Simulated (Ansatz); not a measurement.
C5H7N can be A, `C=C1C=NC1C`, or B, `C#CC(N)C=C`.

Gas-phase electronic energies from Ansatz, PBE0-D4/def2-TZVP geometries. CCSD(T)/CBS adds triple-zeta CCSD(T) − MP2 to the extrapolated MP2 energy (def2 sets, frozen cores). DFT in def2-TZVPP. B3LYP here is the variant with VWN-RPA as its local correlation; programs differ in this. One conformer a species, not always the lowest.

A:

Z-matrix (Å, degrees):
```
C
N 1 1.502
C 1 1.506 2 114.3
C 1 1.526 2 86.8 3 119.8
H 1 1.095 2 110.2 3 -126.2
C 2 1.288 1 91.1 3 -120.3
H 3 1.092 1 110.2 2 -65.3
H 3 1.092 1 110.7 2 54.7
H 3 1.093 1 110.7 2 175.0
C 4 1.323 1 137.6 2 -177.8
H 6 1.088 2 126.7 1 -179.5
H 10 1.084 4 121.4 1 178.4
H 10 1.084 4 121.2 1 -1.5
```

B:

```xyz
13

C    -0.9066   -1.2493   -2.1967
C    -0.3256   -0.7913   -1.2523
C     0.3789   -0.2452   -0.0942
N     1.6057    0.4143   -0.5351
C    -0.4850    0.7585    0.6194
C    -0.8742    0.6266    1.8772
H    -1.4244   -1.6516   -3.0349
H     0.5589   -1.0842    0.5977
H     2.1609    0.6691    0.2727
H     2.1544   -0.2103   -1.1129
H    -0.7570    1.6294    0.0301
H    -1.4873    1.3767    2.3627
H    -0.5988   -0.2429    2.4663
```

Task: Which is lower in electronic energy at CCSD(T)/CBS, and by how much? (Estimate.)

Result: The calculation gave: A, by 55.1 kJ/mol.

Task: Give E(B) − E(A) in kJ/mol with B3LYP, PBE0-D4, MP2/def2-TZVPP, r2SCAN-D4, ωB97M-V, CCSD(T)/def2-TZVPP, PBE-D4. (Best estimate.)

Result: The calculation gave: B3LYP 57.6, PBE0-D4 81.0, MP2/def2-TZVPP 55.0, r2SCAN-D4 74.6, ωB97M-V 61.7, CCSD(T)/def2-TZVPP 60.3, PBE-D4 82.7. None reverses the order clearly.

Largest T1 diagnostic: 0.012.

In def2-TZVPP, CCSD(T) changes the Hartree–Fock value by +17.4 kJ/mol (the triples alone add +4.5 kJ/mol) and MP2 by +12.1 kJ/mol.
